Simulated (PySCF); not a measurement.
Species: 1-chloro-1-fluoroallene, C3H2ClF.
SMILES: `C=C=C(F)Cl`

Computed, not measured: TDDFT B3LYP/def2-SVPD, vertical, gas phase, core orbitals frozen in the response (PySCF). Isolated species at its GFN2-xTB geometry, gas phase.

Computed states:

```json
{"state": "S1", "E (eV)": "4.37", "f": "0.0002"}
{"state": "S2", "E (eV)": "6.52", "f": "0.0043"}
{"state": "S3", "E (eV)": "6.59", "f": "0.0001"}
{"state": "S4", "E (eV)": "6.80", "f": "0.0006"}
{"state": "S5", "E (eV)": "6.82", "f": "0.0005"}
{"state": "S6", "E (eV)": "7.17", "f": "0.257"}
{"state": "S7", "E (eV)": "7.45", "f": "0.0001"}
{"state": "S8", "E (eV)": "7.55", "f": "0.680"}
```

Broadening: Gaussians 0.25 eV wide at half height, area fixed by f = 4.319×10⁻⁹ ∫ε dν̃. The width is an assumption, not a result. The curve ends short of the highest state used, and states not computed would add to its high-energy end.

Q: What does the envelope look like, and where are its maxima?

A: 
(E (eV), ε (L mol⁻¹ cm⁻¹)): (4.00, 0), (4.13, 2), (4.26, 12), (4.38, 22), (4.51, 10), (4.64, 1), (4.77, 0), (4.90, 0), (5.02, 0), (5.15, 0), (5.28, 0), (5.41, 0), (5.54, 0), (5.66, 0), (5.79, 0), (5.92, 0), (6.05, 0), (6.18, 3), (6.30, 53), (6.43, 321), (6.56, 445), (6.69, 198), (6.82, 238), (6.95, 3194)

Maxima: 283 nm (4.37 eV), ε about 22, made up of S1 (100%); 190 nm (6.52 eV), ε about 470, made up of S2 (98%) (ε in L mol⁻¹ cm⁻¹; maxima over ε = 5, shares over 10%). At its high-energy end, 6.95 eV, the curve is still rising (ε about 3200, from S6).

Q: What would ε be at 6.52 eV, the highest of these maxima, with half the width (0.125 eV)?

A: About 926 L mol⁻¹ cm⁻¹ against 469, a factor of about 1.97; a lone state at its own centre would give exactly 2.

Q: Coming from long wavelengths, where does ε first pass 100 L mol⁻¹ cm⁻¹?

A: At about 196 nm (6.34 eV), 1.96 eV above S1.

Q: On this curve, what absorbance would a 10⁻⁵ mol/L sample give at 280 nm over a 1 cm path?

A: 280 nm is 4.428 eV, where ε is about 19 L mol⁻¹ cm⁻¹, so A = ε c l ≈ 0.00019 (Beer–Lambert, with the gas-phase spectrum and the assumed width).

On one thread, Arm Neoverse V2, on a shared host, this took 7.0 s wall.
